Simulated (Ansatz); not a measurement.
**Two structures, one formula**

Two relaxed structures of CH6BN, singlet (PBE0-D4/def2-TZVP; forces vanish, vibrations not checked).

A:

```xyz
9
angstrom
B 0.2343 1.0583 -0.4611
C -0.5323 -1.0657 0.7240
N 0.2279 -0.4548 -0.0834
H 1.3531 1.4526 -0.1885
H -0.6495 1.5934 0.1717
H 0.0735 1.0887 -1.6672
H 0.9273 -1.0276 -0.5472
H -0.4329 -2.1324 0.9009
H -1.2947 -0.4932 1.2416
```

B:

```
9
angstrom
B 0.3663 1.1656 -0.1410
C 0.5671 -0.2558 -0.0538
N -0.4332 -1.0225 0.7446
H 1.0965 1.8951 -0.7504
H -0.5984 1.6344 0.4392
H -0.0420 -1.5014 1.5580
H 1.3202 -0.9201 -0.4599
H -0.9585 -1.7138 0.2059
H -1.0919 -0.3166 1.0802
```

Ansatz 0.2.0; basis: def2-TZVPP; cores frozen in the correlated methods. B3LYP uses VWN-RPA correlation.

**Question.** Which structure is lower at CCSD(T), and by how much? (An estimate is asked for; the value comes from the calculation.)

**Answer.** By the calculation: A, by 105.8 kJ/mol (electronic energy, against the other). By their contacts, A is CH₆BN ([BH3][NH][CH2]) and B is CH₆BN ([BH2][CH][NH3]).

All methods give the same order:

```csv
method,E(B) − E(A) (kJ/mol)
PBE-D4,105.6
r2SCAN-D4,106.0
PBE0-D4,98.2
B3LYP-D4,108.2
wB97M-V,97.3
HF,106.6
MP2,100.6
CCSD,104.6
CCSD(T),105.8
```

No T1 diagnostic of these runs exceeds 0.015.

Labels in which every atom is bracketed show which atoms are joined, not bond orders.

For scale, one of the runs: CCSD(T)/def2-TZVPP, 177 basis functions, launched by `ansatz run in.yaml --threads 2 --pin off --events-out ev --progress --plain --max-ram 4352MiB`. The run took 26 s on 2 CPU threads of an Arm Neoverse V1 (shared host), with 1.7 GiB of host memory at its peak.
